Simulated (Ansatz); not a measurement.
# Molecular dynamics, step by step

SiNH5S, closed shell, HF/6-31G (Ansatz 0.2.0). Settings (timestep in fs, temperature in K; T counts 18 degrees of freedom):

```yaml
hamiltonian: {xc: hf}
md: {n_steps: 60, timestep: 0.25, temperature: 300, ensemble: nve, seed: 34, initial_velocities: maxwell_boltzmann}
```

Start, the saddle point found with PBE0-D4 in triple zeta (not stationary at another level):

Si1  (-0.353, 0.244, 0.763)
S2  (1.333, 0.532, -1.076)
N3  (-1.203, -0.783, -0.156)
H4  (0.238, -0.370, -1.230)
H5  (0.618, -0.304, 1.740)
H6  (-0.682, 1.656, 1.118)
H7  (2.151, -0.428, -0.612)
H8  (-2.103, -0.546, -0.547)
(Å)

```tsv
step	time (fs)	potential energy less the start (meV)	kinetic energy (meV)	T (K)
0	0.00	0.0	232.7	300
4	1.00	-40.5	273.2	352
8	2.00	-53.9	286.7	370
12	3.00	-65.0	297.9	384
16	4.00	-92.4	325.3	419
20	5.00	-131.1	363.9	469
24	6.00	-171.6	404.3	521
28	7.00	-210.6	443.4	572
32	8.00	-240.5	473.2	610
36	9.00	-244.8	477.5	616
40	10.00	-218.4	451.1	582
44	11.00	-189.8	422.7	545
48	12.00	-206.0	439.0	566
52	13.00	-273.2	505.9	652
56	14.00	-340.7	573.3	739
60	15.00	-362.4	595.0	767
```

Step 24, positions (Å) and forces (eV/Å):

```
atom       x       y       z      Fx      Fy      Fz
 Si1  -0.361   0.262   0.801  -0.996  -0.299   0.838
  S2   1.339   0.524  -1.085   0.052  -0.433  -0.871
  N3  -1.214  -0.802  -0.183  -0.182   0.844  -0.163
  H4   0.251  -0.370  -1.459   1.102   0.348   0.238
  H5   0.698  -0.335   1.695  -0.495   0.311  -0.189
  H6  -0.714   1.707   1.187   0.279  -0.709  -0.180
  H7   2.279  -0.374  -0.674  -0.278   0.111  -0.272
  H8  -2.095  -0.620  -0.657   0.519  -0.173   0.599
```

Step 32, positions (Å) and forces (eV/Å):

```tsv
atom	x	y	z	Fx	Fy	Fz
Si1	-0.365	0.269	0.817	-1.908	-1.492	-0.660
S2	1.341	0.520	-1.090	0.380	0.098	-0.895
N3	-1.217	-0.805	-0.193	0.063	1.159	0.460
H4	0.327	-0.349	-1.533	0.849	0.106	0.189
H5	0.684	-0.319	1.656	0.070	-0.018	0.322
H6	-0.703	1.663	1.194	0.089	0.172	0.050
H7	2.312	-0.349	-0.712	-0.230	-0.029	-0.221
H8	-2.102	-0.658	-0.680	0.689	0.005	0.755
```

Step 36, positions (Å) and forces (eV/Å):

| atom | x | y | z | Fx | Fy | Fz |
| --- | --- | --- | --- | --- | --- | --- |
| Si1 | -0.368 | 0.272 | 0.825 | -2.295 | -2.118 | -1.375 |
| S2 | 1.342 | 0.518 | -1.093 | 0.699 | 0.553 | -0.784 |
| N3 | -1.218 | -0.806 | -0.198 | 0.668 | 1.245 | 1.039 |
| H4 | 0.377 | -0.336 | -1.567 | 0.472 | -0.196 | 0.021 |
| H5 | 0.676 | -0.310 | 1.639 | 0.372 | -0.195 | 0.568 |
| H6 | -0.696 | 1.641 | 1.197 | -0.034 | 0.688 | 0.182 |
| H7 | 2.325 | -0.337 | -0.735 | -0.130 | -0.119 | -0.170 |
| H8 | -2.095 | -0.678 | -0.681 | 0.247 | 0.142 | 0.520 |

Last step (60):

```
8
angstrom
Si -0.4034 0.2688 0.8609
S 1.3561 0.5144 -1.1131
N -1.2081 -0.7904 -0.2023
H 0.6470 -0.3888 -1.8333
H 0.7199 -0.3083 1.6686
H -0.6768 1.6973 1.2648
H 2.4134 -0.2943 -0.8851
H -2.1223 -0.7419 -0.6468
```

The run took about 54 s on 2 CPU threads of an Intel Xeon Platinum 8259CL (shared host).
